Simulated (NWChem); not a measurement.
System: CS; SMILES [C-]#[S+]

```xyz
2

C      0.0000     0.0000    -1.1104
S      0.0000     0.0000     0.4189
```
Atoms are numbered in this order, from 1.

All runs use the structure optimised with PBE0-D3(BJ)/def2-TZVP.

List the 4 lowest vertical singlet excitations from PBE/def2-SVP, full TDDFT (NWChem).


| state | energy (eV) | oscillator strength | leading excitation (squared amplitude) |
|---|---|---|---|
| S1 | 4.91 | 0.012 | HOMO → LUMO (1.00) |
| S2 | 4.91 | 0.012 | HOMO → LUMO+1 (1.00) |
| S3 | 5.76 | 0.000 | HOMO−1 → LUMO (0.50) |
| S4 | 6.10 | 0.000 | HOMO−2 → LUMO+1 (0.50) |
